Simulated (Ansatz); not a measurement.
A nudged elastic band was laid between two geometries of H3P + H6Si2 (12 atoms, charge 0, multiplicity 1).

Theory: RKS PBE/6-31G* in Ansatz 0.2.0.

```
movable images  : 9
climbing image  : yes
spring          : 5.0 eV/Å²
optimiser       : quadratic models (default)
start path      : through a guess of the saddle point
force threshold : 0.05 eV/Å
iteration limit : 57
end points      : relaxed
```

Image 0:

```xyz
12
Properties=species:S:1:pos:R:3
Si 0.626 -0.139 0.157
Si 0.797 -0.045 2.498
H -0.449 -0.575 3.148
H 1.961 -0.865 2.974
H 0.998 1.372 2.952
H 1.875 0.379 -0.494
H -0.533 0.688 -0.319
H 0.411 -1.555 -0.291
P -3.905 0.358 0.864
H -3.403 -0.807 0.191
H -4.823 -0.414 1.653
H -2.886 0.292 1.874
```

Image 10:

```xyz
12
Properties=species:S:1:pos:R:3
Si -0.888 -0.109 -0.783
Si 0.384 -0.184 3.567
H 0.491 -0.520 5.024
H 1.556 -0.760 2.833
H 0.366 1.304 3.396
H -0.076 0.638 0.236
H -0.789 0.613 -2.093
H -0.304 -1.480 -0.948
P -3.095 -0.336 -0.258
H -2.836 -0.755 1.093
H -3.255 1.041 0.123
H -0.884 -0.764 3.018
```

Task: Which bonds break or form, and what moves?

Result: Bonds broken: Si1–Si2, P9–H12. Bonds formed: Si1–P9, Si2–H12. H3P + H6Si2 becomes H4Si + H5PSi.

Task: What energy profile does the band end with?

Result: The forces met the threshold. The highest image is number 4 of 0 to 10, 60.7 kcal/mol above the first end and 63.3 kcal/mol above the last; the last end lies 2.6 kcal/mol below the first. The profile has 2 maxima (images 4, 8) with wells between them (image 7): this band takes more than one step, which may be the mechanism or a detour left from its start path. Neighbouring images differ by up to 2.6 eV, so the band resolves the path poorly. A vibrational analysis at the climbing image gives one clearly imaginary mode, 1194i cm⁻¹: a first-order saddle point. The orbitals stay closed-shell, which can raise the energy where a bond breaks towards radicals; this wasn't checked here.

```tsv
image	path coordinate (Å)	energy (kcal/mol)	Si1–Si2 (Å)	P9–H12 (Å)	Si1–P9 (Å)
0	0.00	0.0	2.35	1.44	4.61
1	1.94	-0.1	2.35	1.44	4.61
2	3.88	0.0	2.35	1.44	4.65
3	5.82	2.6	2.36	1.44	3.75
4	7.76	60.7	2.67	2.01	2.63
5	9.92	1.5	3.79	2.91	2.29
6	12.08	-1.6	4.28	3.55	2.29
7	14.25	-2.5	5.16	3.83	2.28
8	16.41	-1.3	5.39	4.17	2.29
9	18.58	-2.5	4.88	3.82	2.28
10	20.74	-2.6	4.53	3.97	2.28
```

Task: What is the geometry of the highest image?

Result: 
```xyz
12
Properties=species:S:1:pos:R:3
Si -0.300 0.072 0.072
Si 0.134 -0.147 2.693
H -0.832 -0.518 3.786
H 1.232 -1.162 2.608
H 0.677 1.227 2.939
H 1.178 0.374 0.357
H -0.715 1.334 -0.630
H -0.236 -1.246 -0.634
P -2.895 -0.331 0.242
H -3.031 -1.405 1.190
H -3.291 0.669 1.198
H -1.252 -0.179 1.388
```

The run took 9.5 min on 1 thread of Arm Neoverse V2 (shared host), peak memory 0.13 GiB.
